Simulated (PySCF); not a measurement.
**Carbon: a sound run and one with changed settings**

Sound run: C [He] 2s2 2p2, C⁺ [He] 2s2 2p1. Calculation: PySCF 2.14, in cc-pVDZ-DK; the spin-free X2C one-electron Hamiltonian (Gaussian nucleus). The sound run starts from symmetry-adapted Hartree-Fock orbitals and uses a fine grid where one is needed.

Changed run: 26 angular points. This setting is unsound on purpose.

| species | method | sound run (hartree) | changed run (hartree) | converged |
| --- | --- | --- | --- | --- |
| C | UHF | -37.70147 | -37.70147 | yes |
| C | BP86 | -37.85454 | -37.85432 | yes |
| C | TPSS | -37.87326 | -37.87333 | yes |
| C⁺ | UHF | -37.30463 | -37.30463 | yes |
| C⁺ | BP86 | -37.42951 | -37.42899 | yes |
| C⁺ | TPSS | -37.45315 | -37.45337 | yes |

Ionisation energy of C:

| method | sound run (eV) | changed run (eV) |
| --- | --- | --- |
| UHF | 10.799 | 10.799 |
| BP86 | 11.566 | 11.574 |
| TPSS | 11.432 | 11.428 |

A coarse angular grid integrates products of high-l functions wrongly, so density functionals can shift, and the SCF can exploit the error; Hartree-Fock and MP2 need no grid.

For comparison, NIST gives 11.260 eV between the lowest levels.
